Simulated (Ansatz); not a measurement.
# YNiGe3 (Cmmm)

Theory: Ansatz 0.2.0, DFT PBEsol, scalar-relativistic, plane waves, PAW.

Settings: cutoff 420 eV, Γ-centred mesh 10×10×10 on the computed 10-atom cell, Gaussian smearing of 0.10 eV; no spin polarisation.

The structure is relaxed at this level of theory with its symmetry kept. Whether it is the stable form of this composition wasn't checked.

```cif
data_structure
_symmetry_space_group_name_H-M 'P 1'
_symmetry_Int_Tables_number 1
_cell_length_a 10.9018
_cell_length_b 10.9018
_cell_length_c 4.0365
_cell_angle_alpha 90.000
_cell_angle_beta 90.000
_cell_angle_gamma 158.583
_cell_volume 175.18
loop_
_atom_site_label
_atom_site_type_symbol
_atom_site_fract_x
_atom_site_fract_y
_atom_site_fract_z
_atom_site_occupancy
Y1 Y 0.83088 0.16912 0.50000 1
Y2 Y 0.16912 0.83088 0.50000 1
Ni1 Ni 0.61068 0.38932 0.00000 1
Ni2 Ni 0.38932 0.61068 0.00000 1
Ge1 Ge 0.05753 0.94247 0.00000 1
Ge2 Ge 0.94247 0.05753 0.00000 1
Ge3 Ge 0.28336 0.71664 0.00000 1
Ge4 Ge 0.71664 0.28336 0.00000 1
Ge5 Ge 0.44263 0.55737 0.50000 1
Ge6 Ge 0.55737 0.44263 0.50000 1
```

```
Space group                                                       : Cmmm (No. 65)
Volume per atom                                                   : 17.52 Å³
Formation energy from the elements' standard states (uncorrected) : -0.663 eV/atom
Kohn–Sham band gap                                                : none (metal)
Density of states at the Fermi level                              : 2.59 states/eV per cell
Löwdin character within 0.5 eV of the Fermi level                 : Ge 4p 35 %, Y 4d 34 %, Ni 3d 20 %
Bader charges (e)                                                 : Y (2 in the cell) 1.54, Ni (2 in the cell) -0.59, Ge (2 in the cell) -0.08, Ge (2 in the cell) -0.80, Ge (2 in the cell) -0.07
```

A ferromagnetic start lost its moments in a first run, so spin was left out; other magnetic orders weren't tried.

Cost: 1 run of about 16 core-minutes, on Intel Xeon Platinum 8259CL (Skylake/Cascade Lake) (shared hosts).